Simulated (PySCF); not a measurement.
# H2Si···H2B: magnetic exchange

Wanted: magnetic exchange for H2Si···H2B.

Programs: PySCF 2.14.0, with routines of our own; each step states its level. All values are computed. Atoms count from 0.

## 1. The system as given

6 atoms, charge 0, high-spin multiplicity 4; geometry from: GFN2-xTB fragments, placed rigidly.

The system (radical pair): H2Si···H2B. The radical centres are 5.07 Å apart, tilted by 45 degrees; the spin sites are atoms 0, 1, 2 (2 unpaired) and atoms 3, 4, 5 (1 unpaired).

## 2. Magnetic exchange: CASSCF and SC-NEVPT2/def2-TZVP (3,3)

What the job is given:

```
{"job": {"kind": "cas", "basis": "def2-TZVP", "active": "magnetic", "zfs": false}, "charge": 0, "high_spin_multiplicity": 4, "spin_sites": [[[0, 1, 2], 2], [[3, 4, 5], 1]]}
Si     0.145800     0.143900    -2.535000
H      1.416500    -0.540200    -2.535000
H     -1.125000    -0.540200    -2.535000
B      0.145800     0.143900     2.535000
H      0.077400     1.035400     1.797100
H     -0.660500    -0.242700     3.272900
```

Method: CASSCF and SC-NEVPT2/def2-TZVP spin states, gas phase.

The run is started by

```
> OMP_NUM_THREADS=1 python exch_run.py task.json out
```

One launch serves the whole session: the jobs run in the order shown.

Standard output:

```text
start orbitals: natural orbitals of the high-spin HF determinant (converged)
active space: 3 electrons in 3 orbitals, 10 closed; orbitals optimised for multiplicities 4 2
macro   0  E = -315.7747556930  dE =  0.000e+00  |g| = 1.363e-02
macro   1  E = -315.7748301805  dE = -7.449e-05  |g| = 5.646e-03
macro   2  E = -315.7748500924  dE = -1.991e-05  |g| = 1.741e-03
macro   3  E = -315.7748509625  dE = -8.700e-07  |g| = 7.226e-04
macro   4  E = -315.7748511906  dE = -2.281e-07  |g| = 2.276e-04
macro   5  E = -315.7748512111  dE = -2.052e-08  |g| = 1.280e-04
CASSCF converged, mean energy = -315.7748512111
2S+1 = 4  root 0  E(CAS) = -315.77486809  E(NEVPT2) = -315.93779129  occupations 1.000 1.000 1.000
2S+1 = 2  root 0  E(CAS) = -315.77483433  E(NEVPT2) = -315.93776534  occupations 1.014 1.000 0.986
```

Wall time 0.7 s (1 thread of Intel Xeon 6975P-C, shared host); peak memory 0.22 GiB.

From this job:

| quantity | value |
| --- | --- |
| J (CASSCF) | 2 cm⁻¹ |
| J (NEVPT2) | 2 cm⁻¹ |
| low less high spin (NEVPT2) | 0.0 kcal/mol |

Mulliken spin populations of the high-spin state:

| atom | value (e) |
| --- | --- |
| Si0 | 1.93 |
| H1 | 0.04 |
| H2 | 0.04 |
| B3 | 0.99 |
| H4 | 0.01 |
| H5 | 0.01 |

## 3. Magnetic exchange: HF/def2-TZVP

What the job is given:

```
{"job": {"kind": "bs", "xc": "HF", "basis": "def2-TZVP", "rks": false}, "charge": 0, "high_spin_multiplicity": 4, "spin_sites": [[[0, 1, 2], 2], [[3, 4, 5], 1]]}
Si     0.145800     0.143900    -2.535000
H      1.416500    -0.540200    -2.535000
H     -1.125000    -0.540200    -2.535000
B      0.145800     0.143900     2.535000
H      0.077400     1.035400     1.797100
H     -0.660500    -0.242700     3.272900
```

Method: HF/def2-TZVP high-spin and broken-symmetry single points, gas phase.

Standard output:

```text
high-spin state, multiplicity 4
final grid: 44624 points
cycle   1  E = -315.7106884726  dE = -4.196e-01  |g| = 2.075e-01  |ddm| = 1.241e+00
cycle   2  E = -315.7671886288  dE = -5.650e-02  |g| = 7.545e-02  |ddm| = 3.613e-01
cycle   3  E = -315.7760420398  dE = -8.853e-03  |g| = 3.044e-02  |ddm| = 1.381e-01
cycle   4  E = -315.7779450195  dE = -1.903e-03  |g| = 1.149e-02  |ddm| = 7.025e-02
cycle   5  E = -315.7782433279  dE = -2.983e-04  |g| = 4.924e-03  |ddm| = 2.663e-02
cycle   6  E = -315.7783036337  dE = -6.031e-05  |g| = 1.486e-03  |ddm| = 1.416e-02
cycle   7  E = -315.7783089512  dE = -5.317e-06  |g| = 4.150e-04  |ddm| = 4.115e-03
cycle   8  E = -315.7783094208  dE = -4.696e-07  |g| = 1.465e-04  |ddm| = 1.328e-03
cycle   9  E = -315.7783094947  dE = -7.383e-08  |g| = 6.423e-05  |ddm| = 5.722e-04
cycle  10  E = -315.7783095140  dE = -1.938e-08  |g| = 3.545e-05  |ddm| = 2.414e-04
cycle  11  E = -315.7783095229  dE = -8.874e-09  |g| = 2.523e-05  |ddm| = 1.245e-04
converged SCF energy = -315.7783095229

broken-symmetry state, M_S = 0.5, start: spins of the second site flipped
final grid: 44624 points
cycle   1  E = -315.7777467360  dE = -3.017e-03  |g| = 1.941e-02  |ddm| = 4.376e-02
cycle   2  E = -315.7781541020  dE = -4.074e-04  |g| = 8.412e-03  |ddm| = 1.425e-02
cycle   3  E = -315.7782707589  dE = -1.167e-04  |g| = 2.574e-03  |ddm| = 1.207e-02
cycle   4  E = -315.7782852783  dE = -1.452e-05  |g| = 5.990e-04  |ddm| = 7.067e-03
cycle   5  E = -315.7782861212  dE = -8.429e-07  |g| = 2.186e-04  |ddm| = 1.664e-03
cycle   6  E = -315.7782862413  dE = -1.201e-07  |g| = 9.043e-05  |ddm| = 6.384e-04
cycle   7  E = -315.7782862663  dE = -2.497e-08  |g| = 2.689e-05  |ddm| = 3.888e-04
cycle   8  E = -315.7782862687  dE = -2.437e-09  |g| = 1.286e-05  |ddm| = 8.884e-05
converged SCF energy = -315.7782862687

<S^2> high spin = 3.7605, broken symmetry = 1.7604
E(HS) - E(BS) = -5.10 cm-1
J_noodleman = 2.55 cm-1
J_unprojected = 1.70 cm-1
J_yamaguchi = 2.55 cm-1
```

Wall time 0.3 s (1 thread of Intel Xeon 6975P-C, shared host); peak memory 0.23 GiB.

Key values:

| quantity | value |
| --- | --- |
| J (Yamaguchi) | 3 cm⁻¹ |
| low less high spin, projected | 0.0 kcal/mol |

## 4. Magnetic exchange: M06-2X/def2-TZVP

What the job is given:

```
{"job": {"kind": "bs", "xc": "M06-2X", "grid": 2, "basis": "def2-TZVP", "rks": false}, "charge": 0, "high_spin_multiplicity": 4, "spin_sites": [[[0, 1, 2], 2], [[3, 4, 5], 1]]}
Si     0.145800     0.143900    -2.535000
H      1.416500    -0.540200    -2.535000
H     -1.125000    -0.540200    -2.535000
B      0.145800     0.143900     2.535000
H      0.077400     1.035400     1.797100
H     -0.660500    -0.242700     3.272900
```

With the program's defaults for keys left out, this is: M06-2X/def2-TZVP high-spin and broken-symmetry single points, gas phase.

Standard output:

```text
high-spin state, multiplicity 4
final grid: 44624 points
cycle   1  E = -316.4783359358  dE = -1.209e-02  |g| = 4.082e-02  |ddm| = 1.880e-01
cycle   2  E = -316.4795202992  dE = -1.184e-03  |g| = 1.256e-02  |ddm| = 7.080e-02
cycle   3  E = -316.4796470495  dE = -1.268e-04  |g| = 3.400e-03  |ddm| = 1.816e-02
cycle   4  E = -316.4796566532  dE = -9.604e-06  |g| = 5.389e-04  |ddm| = 5.288e-03
cycle   5  E = -316.4796570775  dE = -4.244e-07  |g| = 1.474e-04  |ddm| = 1.306e-03
cycle   6  E = -316.4796571317  dE = -5.418e-08  |g| = 5.330e-05  |ddm| = 5.268e-04
cycle   7  E = -316.4796571448  dE = -1.305e-08  |g| = 3.005e-05  |ddm| = 1.902e-04
cycle   8  E = -316.4796571516  dE = -6.861e-09  |g| = 1.950e-05  |ddm| = 1.202e-04
converged SCF energy = -316.4796571516

broken-symmetry state, M_S = 0.5, start: spins of the second site flipped
final grid: 44624 points
cycle   1  E = -316.4798641568  dE = -1.776e-03  |g| = 9.597e-03  |ddm| = 8.754e-02
cycle   2  E = -316.4799674835  dE = -1.033e-04  |g| = 3.154e-03  |ddm| = 1.969e-02
cycle   3  E = -316.4799808106  dE = -1.333e-05  |g| = 1.377e-03  |ddm| = 7.823e-03
cycle   4  E = -316.4799838145  dE = -3.004e-06  |g| = 3.866e-04  |ddm| = 3.105e-03
cycle   5  E = -316.4799843666  dE = -5.521e-07  |g| = 1.578e-04  |ddm| = 1.345e-03
cycle   6  E = -316.4799845425  dE = -1.759e-07  |g| = 1.092e-04  |ddm| = 5.723e-04
cycle   7  E = -316.4799847136  dE = -1.711e-07  |g| = 5.659e-05  |ddm| = 8.469e-04
cycle   8  E = -316.4799847642  dE = -5.063e-08  |g| = 1.969e-05  |ddm| = 5.877e-04
cycle   9  E = -316.4799847688  dE = -4.587e-09  |g| = 3.665e-06  |ddm| = 2.125e-04
converged SCF energy = -316.4799847688

<S^2> high spin = 3.7559, broken symmetry = 1.7543
E(HS) - E(BS) = 71.90 cm-1
J_noodleman = -35.95 cm-1
J_unprojected = -23.97 cm-1
J_yamaguchi = -35.92 cm-1
```

Run time: 5.2 s. Hardware: 1 thread of Intel Xeon 6975P-C, shared host; peak memory 0.32 GiB.

Key values:

| quantity | value |
| --- | --- |
| J (Yamaguchi) | -36 cm⁻¹ |
| low less high spin, projected | -0.3 kcal/mol |

## 5. Magnetic exchange: HF/STO-3G in water

What the job is given:

```
{"job": {"kind": "bs", "xc": "HF", "basis": "STO-3G", "rks": false, "x2c": false, "solvent": "water"}, "charge": 0, "high_spin_multiplicity": 4, "spin_sites": [[[0, 1, 2], 2], [[3, 4, 5], 1]]}
Si     0.145800     0.143900    -2.535000
H      1.416500    -0.540200    -2.535000
H     -1.125000    -0.540200    -2.535000
B      0.145800     0.143900     2.535000
H      0.077400     1.035400     1.797100
H     -0.660500    -0.242700     3.272900
```

With the program's defaults for keys left out, this is: HF/STO-3G high-spin and broken-symmetry single points, IEF-PCM water.

Standard output:

```text
high-spin state, multiplicity 4
final grid: 44624 points
cycle   1  E = -312.0104807103  dE = -6.670e-01  |g| = 1.487e-01  |ddm| = 2.044e+00
cycle   2  E = -312.0427439341  dE = -3.226e-02  |g| = 5.920e-02  |ddm| = 3.076e-01
cycle   3  E = -312.0495414151  dE = -6.797e-03  |g| = 1.743e-02  |ddm| = 1.745e-01
cycle   4  E = -312.0501902622  dE = -6.488e-04  |g| = 8.130e-03  |ddm| = 5.275e-02
cycle   5  E = -312.0503638348  dE = -1.736e-04  |g| = 2.064e-03  |ddm| = 3.844e-02
cycle   6  E = -312.0503745156  dE = -1.068e-05  |g| = 5.518e-04  |ddm| = 9.349e-03
cycle   7  E = -312.0503752378  dE = -7.222e-07  |g| = 1.819e-04  |ddm| = 2.334e-03
cycle   8  E = -312.0503753156  dE = -7.783e-08  |g| = 4.006e-05  |ddm| = 8.270e-04
cycle   9  E = -312.0503753190  dE = -3.361e-09  |g| = 6.314e-06  |ddm| = 1.721e-04
converged SCF energy = -312.0503753190

broken-symmetry state, M_S = 0.5, start: spins of the second site flipped
final grid: 44624 points
cycle   1  E = -312.0499828226  dE = -8.298e-04  |g| = 1.349e-02  |ddm| = 4.455e-02
cycle   2  E = -312.0502226180  dE = -2.398e-04  |g| = 7.948e-03  |ddm| = 2.275e-02
cycle   3  E = -312.0503635683  dE = -1.410e-04  |g| = 1.849e-03  |ddm| = 3.085e-02
cycle   4  E = -312.0503736772  dE = -1.011e-05  |g| = 3.841e-04  |ddm| = 1.077e-02
cycle   5  E = -312.0503740448  dE = -3.676e-07  |g| = 1.740e-04  |ddm| = 1.576e-03
cycle   6  E = -312.0503741227  dE = -7.794e-08  |g| = 1.767e-05  |ddm| = 9.181e-04
cycle   7  E = -312.0503741233  dE = -5.895e-10  |g| = 3.260e-06  |ddm| = 5.803e-05
converged SCF energy = -312.0503741233

<S^2> high spin = 3.7550, broken symmetry = 1.7550
E(HS) - E(BS) = -0.26 cm-1
J_noodleman = 0.13 cm-1
J_unprojected = 0.09 cm-1
J_yamaguchi = 0.13 cm-1
```

It took 0.3 s on 1 thread of Intel Xeon 6975P-C, shared host; peak memory 0.32 GiB.

J and the spin gap of this run are not to be taken as properties: the basis is very small.

## 6. Magnetic exchange: CASSCF and SC-NEVPT2/def2-TZVP, X2C (3,3)

What the job is given:

```
{"job": {"kind": "cas", "basis": "def2-TZVP", "active": "natural", "zfs": false, "max": 4, "thr": 0.05, "x2c": true}, "charge": 0, "high_spin_multiplicity": 4, "spin_sites": [[[0, 1, 2], 2], [[3, 4, 5], 1]]}
Si     0.145800     0.143900    -2.535000
H      1.416500    -0.540200    -2.535000
H     -1.125000    -0.540200    -2.535000
B      0.145800     0.143900     2.535000
H      0.077400     1.035400     1.797100
H     -0.660500    -0.242700     3.272900
```

With the program's defaults for keys left out, this is: CASSCF and SC-NEVPT2/def2-TZVP spin states, scalar X2C, gas phase.

Standard output:

```text
start orbitals: natural orbitals of the high-spin HF determinant (converged)
active space: 3 electrons in 3 orbitals, 10 closed; orbitals optimised for multiplicities 4 2
macro   0  E = -316.3246523002  dE =  0.000e+00  |g| = 1.360e-02
macro   1  E = -316.3247263556  dE = -7.406e-05  |g| = 5.630e-03
macro   2  E = -316.3247461261  dE = -1.977e-05  |g| = 1.735e-03
macro   3  E = -316.3247469878  dE = -8.618e-07  |g| = 7.188e-04
macro   4  E = -316.3247472126  dE = -2.248e-07  |g| = 2.260e-04
macro   5  E = -316.3247472329  dE = -2.025e-08  |g| = 1.273e-04
CASSCF converged, mean energy = -316.3247472329
2S+1 = 4  root 0  E(CAS) = -316.32476411  E(NEVPT2) = -316.48781369  occupations 1.000 1.000 1.000
2S+1 = 2  root 0  E(CAS) = -316.32473036  E(NEVPT2) = -316.48778774  occupations 1.014 1.000 0.986
```

It took 0.7 s on 1 thread of Intel Xeon 6975P-C, shared host; peak memory 0.32 GiB.

Key values:

| quantity | value |
| --- | --- |
| J (CASSCF) | 2 cm⁻¹ |
| J (NEVPT2) | 2 cm⁻¹ |
| low less high spin (NEVPT2) | 0.0 kcal/mol |

## 7. Spin gaps side by side

J for H = −2J S1·S2; the gap is low spin less high spin (projected; unprojected where the broken-symmetry state collapsed; or NEVPT2):

| step | level | geometry | J (cm⁻¹) | gap (kcal/mol) | time |
| --- | --- | --- | --- | --- | --- |
| 2 | CASSCF and SC-NEVPT2/def2-TZVP (3,3) | one | 2 | 0.0 | 0.7 s |
| 3 | HF/def2-TZVP | one | 3 | 0.0 | 0.3 s |
| 4 | M06-2X/def2-TZVP | one | -36 | -0.3 | 5.2 s |
| 6 | CASSCF and SC-NEVPT2/def2-TZVP, X2C (3,3) | one | 2 | 0.0 | 0.7 s |

CASSCF times leave out a start SCF that an earlier step had already made.

## 8. Outcome

| quantity | value |
| --- | --- |
| J (CASSCF) (step 2, CASSCF and SC-NEVPT2/def2-TZVP (3,3)) | 2 cm⁻¹ |
| J (NEVPT2) (step 2, CASSCF and SC-NEVPT2/def2-TZVP (3,3)) | 2 cm⁻¹ |
| low less high spin (NEVPT2) (step 2, CASSCF and SC-NEVPT2/def2-TZVP (3,3)) | 0.0 kcal/mol |
| J | -36 (M06-2X/def2-TZVP) to 3 cm⁻¹ (HF/def2-TZVP) |

In words: Step 5 is set aside for J and the spin gap: the basis is very small. A high-spin site of main-group atoms was assumed; a lower spin there may lie lower, outside the spin ladder used here. The levels with a meaningful J disagree on its sign, from -36 to 3 cm⁻¹.
